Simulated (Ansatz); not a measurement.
SiGeCl, doublet: the ladder up to UCCSDT(Q)

Geometry: displaced at random from a stationary point.

```xyz
3

Cl    0.1061    0.8858    1.2965
Ge   -0.0587    0.0962   -0.9792
Si    0.0179   -1.3670    0.8959
```

Basis cc-pVDZ; Ansatz 0.2.0. Correlated methods freeze the noble-gas cores and the filled d shells of p-block atoms, which leaves 15 electrons in 39 orbitals. R marks a restricted (for open shells ROHF) determinant, U an unrestricted one. No spin–orbit coupling is included, and no scalar relativity.

Full CI isn't at hand for all of this; UCCSDT(Q) serves as the reference, and is uncertain by about the last step of the cluster series.

```
UHF ⟨S²⟩                          : 0.758
T1 diagnostic (RCCSD)             : 0.0215
largest doubles amplitude (RCCSD) : 0.054
T1 diagnostic (UCCSD)             : 0.0208
```

Question: From what is known of these methods and the diagnostics, rank them by the size of their error in total energy against UCCSDT(Q) in cc-pVDZ, smallest first (an estimate: the text doesn't fix the numbers).
A. UCCSDT
B. UCCSD(T)
C. UMP2
D. UCCSD
E. UHF

Answer: A (3.0 kJ/mol), B (7.0 kJ/mol), D (39.3 kJ/mol), C (133.6 kJ/mol), E (859.7 kJ/mol).

All errors are against UCCSDT(Q) in cc-pVDZ. Within each family the higher level lies nearer, as is usual though not guaranteed.
